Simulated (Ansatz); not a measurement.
A made-up structure of CH2NS, doublet:

```
5
angstrom
N -0.5739 -0.5859 -0.5988
C 0.1934 0.0544 0.1727
S 1.4745 -0.6498 1.1010
H 2.3131 -1.1496 2.0478
H 0.1527 1.1392 0.3589
```

It is relaxed with PBE-D4/def2-SVP and then PBE0-D4/def2-TZVP (Ansatz 0.2.0). Atoms count as bonded within 1.22 times the sum of their covalent radii (H–H: 0.88 Å). The end point is not checked to be a true minimum.

Does its bonding change? (Judge from chemistry; the calculation decides.)

By the calculation: No: no bond forms or breaks.

Where it ends: The first stage lowers the energy by 2.65 eV in 15 steps. It ends as CH₂NS ([N][CH][SH]):
N1  (-0.496, -0.793, 0.083)
C2  (0.336, 0.089, 0.343)
S3  (1.856, -0.149, 1.215)
H4  (1.681, -1.468, 1.406)
H5  (0.183, 1.130, 0.035)
(Å)

Labels in which every atom is bracketed show which atoms are joined, not bond orders.

For scale, one of the runs: PBE0-D4/def2-TZVP relaxation, 111 basis functions, launched by `ansatz run in.yaml --threads 2 --pin off --events-out ev --progress --plain --max-ram 4352MiB`. The run took about 52 s on 2 CPU threads of an Intel Xeon (shared host).
